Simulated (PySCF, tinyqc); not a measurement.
Worked calculation: RHF in the sto-3g basis, for HF, spin multiplicity 1. The lowest restricted solution is unstable here: a spin-polarised one lies 0.0503 hartree lower (PySCF). One step of it, computed by the program tinyqc.

Question. Iteration 2: building the Fock matrix. J_ij = sum D_kl (ij|kl), K_ij = sum D_kl (ik|jl); F = H + J - 0.5 K; E = tr D H + tr D J / 2 - 0.25 tr D K + E_nn.

D after iteration 1:
```
            1F 1s      1F 2s     1F 2px     1F 2py     1F 2pz      2H 1s
1F 1s    2.120828  -0.508449   0.002083  -0.004248  -0.005005   0.015071
1F 2s   -0.508449   2.139094  -0.014310   0.029186   0.027498  -0.060197
1F 2px   0.002083  -0.014310   1.995750   0.008669  -0.009630   0.094150
1F 2py  -0.004248   0.029186   0.008669   1.982318   0.019641  -0.192032
1F 2pz  -0.005005   0.027498  -0.009630   0.019641   2.031615  -0.123039
2H 1s    0.015071  -0.060197   0.094150  -0.192032  -0.123039   0.031711
```

core Hamiltonian H = T + V (hartree):
```
             1F 1s       1F 2s     1F 2px     1F 2py     1F 2pz      2H 1s
1F 1s   -40.383767   -9.475048   0.000000   0.000000  -0.005820  -0.541719
1F 2s    -9.475048  -10.861948   0.000000   0.000000  -0.072775  -1.393248
1F 2px    0.000000    0.000000  -8.548874   0.000000   0.000000   0.000000
1F 2py    0.000000    0.000000   0.000000  -8.548874   0.000000   0.000000
1F 2pz   -0.005820   -0.072775   0.000000   0.000000  -8.580812  -1.046320
2H 1s    -0.541719   -1.393248   0.000000   0.000000  -1.046320  -3.680910
```

Two-electron integrals (ij|kl) in chemists' order, unique and non-zero (hartree):
```
(11|11) 5.403501   (21|11) 0.841920   (21|21) 0.156299   (22|11) 1.268028
(22|21) 0.292344   (22|22) 0.926167   (31|31) 0.027998   (32|31) 0.043169
(32|32) 0.204588   (33|11) 1.264502   (33|21) 0.292403   (33|22) 0.925959
(33|33) 0.997514   (41|41) 0.027998   (42|41) 0.043169   (42|42) 0.204588
(43|43) 0.053770   (44|11) 1.264502   (44|21) 0.292403   (44|22) 0.925959
(44|33) 0.889973   (44|44) 0.997514   (51|51) 0.027998   (52|51) 0.043169
(52|52) 0.204588   (53|53) 0.053770   (54|54) 0.053770   (55|11) 1.264502
(55|21) 0.292403   (55|22) 0.925959   (55|33) 0.889973   (55|44) 0.889973
(55|55) 0.997514   (61|11) 0.048284   (61|21) 0.008894   (61|22) 0.016554
(61|33) 0.016534   (61|44) 0.016534   (61|51) 0.000332   (61|52) 0.000630
(61|55) 0.016598   (61|61) 0.000510   (62|11) 0.141891   (62|21) 0.033237
(62|22) 0.120103   (62|33) 0.118348   (62|44) 0.118348   (62|51) 0.002195
(62|52) 0.018469   (62|55) 0.123493   (62|61) 0.001918   (62|62) 0.020519
(63|31) 0.003237   (63|32) 0.020148   (63|53) 0.003733   (63|63) 0.002859
(64|41) 0.003237   (64|42) 0.020148   (64|54) 0.003733   (64|64) 0.002859
(65|11) 0.105347   (65|21) 0.024970   (65|22) 0.096835   (65|33) 0.093014
(65|44) 0.093014   (65|51) 0.004613   (65|52) 0.033648   (65|55) 0.104369
(65|61) 0.001487   (65|62) 0.020434   (65|65) 0.023113   (66|11) 0.357096
(66|21) 0.084954   (66|22) 0.354858   (66|33) 0.345929   (66|44) 0.345929
(66|51) 0.005611   (66|52) 0.067972   (66|55) 0.372541   (66|61) 0.004907
(66|62) 0.084475   (66|65) 0.099291   (66|66) 0.774606
```

nuclear repulsion = 3.22887790 hartree

Give: Coulomb J; exchange K; Fock matrix F; total energy of this density.

Answer.

Coulomb J (hartree):
```
         1F 1s   1F 2s  1F 2px  1F 2py  1F 2pz  2H 1s
1F 1s   20.885   4.002  -0.001   0.001   0.001  0.228
1F 2s    4.002   9.911  -0.002   0.004   0.002  1.242
1F 2px  -0.001  -0.002   9.903   0.001   0.000  0.000
1F 2py   0.001   0.004   0.001   9.901   0.001  0.000
1F 2pz   0.001   0.002   0.000   0.001   9.904  0.984
2H 1s    0.228   1.242   0.000   0.000   0.984  3.557
```

exchange K (hartree):
```
         1F 1s   1F 2s  1F 2px  1F 2py  1F 2pz   2H 1s
1F 1s   11.107   1.945   0.000   0.001   0.000   0.119
1F 2s    1.945   3.228  -0.002   0.005   0.004   0.373
1F 2px   0.000  -0.002   2.657   0.008   0.000   0.030
1F 2py   0.001   0.005   0.008   2.644   0.000  -0.061
1F 2pz   0.000   0.004   0.000   0.000   2.665   0.219
2H 1s    0.119   0.373   0.030  -0.061   0.219   0.093
```

Fock matrix F (hartree):
```
          1F 1s   1F 2s  1F 2px  1F 2py  1F 2pz   2H 1s
1F 1s   -25.052  -6.446   0.000   0.001  -0.005  -0.373
1F 2s    -6.446  -2.564  -0.001   0.001  -0.072  -0.338
1F 2px    0.000  -0.001   0.025  -0.003   0.000  -0.015
1F 2py    0.001   0.001  -0.003   0.030   0.001   0.031
1F 2pz   -0.005  -0.072   0.000   0.001  -0.009  -0.172
2H 1s    -0.373  -0.338  -0.015   0.031  -0.172  -0.170
```

total energy of this density = -97.93181 hartree
